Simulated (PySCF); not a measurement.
Isomers of C4H12N2, from PBE0-D3(BJ)/def2-SVP geometry optimisation, gas phase in PySCF. One conformer each, no zero-point energy, no frequencies.

Problem. Which isomer lies lowest at this level?
A. `[CH3:1][N:2]([CH3:3])[CH2:4][CH2:5][NH2:6]` with C1–N2–C4–C5 -159°, N2–C4–C5–N6 56°, C4–C5–N6–H 66° and -47°: A = 5762, B = 2168, C = 1988 MHz, dipole 1.77 D
B. `[CH3:1][CH:2]([CH2:3][NH2:4])[CH2:5][NH2:6]` with C1–C2–C3–N4 60°, C2–C3–N4–H -174° and 68°, C1–C2–C5–N6 -59°, C2–C5–N6–H -56° and 62°: A = 6935, B = 1899, C = 1634 MHz, dipole 1.60 D
C. `[CH3:1][CH2:2][CH2:3][CH2:4][NH:5][NH2:6]` with C1–C2–C3–C4 -179°, C2–C3–C4–N5 -60°, C3–C4–N5–N6 -60°, C4–N5–N6–H 90° and -150° (butylhydrazine): A = 6858, B = 1708, C = 1565 MHz, dipole 1.76 D

Solution. B. That is `CC(CN)CN`, 8.6 kcal/mol below the next.

```
  SMILES                                mapped SMILES      E (Eh)  relative (kcal/mol)  relative (kJ/mol)  dipole (D)
CC(CN)CN  [CH3:1][CH:2]([CH2:3][NH2:4])[CH2:5][NH2:6]  -268.64048                  0.0                0.0        1.60
CN(C)CCN   [CH3:1][N:2]([CH3:3])[CH2:4][CH2:5][NH2:6]  -268.62669                  8.6               36.2        1.77
  CCCCNN    [CH3:1][CH2:2][CH2:3][CH2:4][NH:5][NH2:6]  -268.60948                 19.4               81.4        1.76
```

As drawn, the highest has an N–N linkage, which the lowest lacks.
